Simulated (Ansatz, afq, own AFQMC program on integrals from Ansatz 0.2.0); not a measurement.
**Where AFQMC and coupled cluster stand for B2H2⁺, doublet**

```xyz
4

B     0.0000    0.0000    0.7529
B     0.0000    0.0000   -1.0096
H     0.0000    1.0240    1.3765
H     0.0000   -1.0240    1.3765
```

Connectivity, by distances: BH2–B.

Basis cc-pVDZ. Only valence electrons are correlated. AFQMC by an in-house program on the Cholesky factors that Ansatz 0.2.0 writes for its CCSD(T) run. ph-AFQMC/CISD is guided by a CISD state made of CCSD amplitudes; releasing the constraint for a short imaginary time cuts its bias at the price of noise, slowly where states lie close. Free projection: walkers drawn from exp(T), propagated without any constraint. Its projection time is finite, and what remains of the start isn't in its error. Uncertainties: one standard error, sampling alone.

Determinant: ROHF, the one that the program's search chose, which needn't be the lowest solution. The geometry is a PBE0/def2-TZVP stationary point of this or a neighbouring charge and spin state.

No full CI on the walks' own integrals is used here; CCSDT(Q) serves as the reference and is uncertain by about the last step of the cluster series.

Cautions: the released energies are still falling, so no released level is given (meV from the phaseless value at times in 1/Eh: 4 ± 7 at 0.24, 3 ± 6 at 0.51, 2 ± 8 at 0.99, -5 ± 10 at 1.62, -26 ± 10 at 2.40), though the last usable value meets CCSDT(Q) within the noise.

The T1 diagnostic is 0.0287, the weight of the determinant in the CISD state is 0.905 and the size of the correlated space is 7 electrons in 36 orbitals.

| level | correlation energy (eV) |
| --- | --- |
| MP2 | -2.8023 |
| CCSD | -3.7052 |
| CCSD(T) | -3.7895 |

(1) Estimate where free-projection AFQMC lies against CCSD(T) on the same integrals.

(1) 1.14 ± 0.31 mEh below CCSD(T).

Reference: CCSDT(Q), correlation energy -3.818 eV.

| level | E − E(reference) (mEh) | share of correlation (%) |
| --- | --- | --- |
| CCSD(T) | 1.04 | 99.26 |
| CCSDT | 0.11 | 99.92 |
| ph-AFQMC/HF | 0.82 ± 0.96 | 99.42 |
| ph-AFQMC/CISD | 0.53 ± 0.32 | 99.62 |
| free AFQMC | -0.11 ± 0.31 | 100.08 |

Free projections are given only where their last times agree within the noise and don't stop above the reference; a slow remainder of the start can still hide under it. A walk keeps the symmetry of its determinant, which the program's search chose and which needn't be the lowest solution, so a lower state of the same spin and another symmetry isn't excluded.
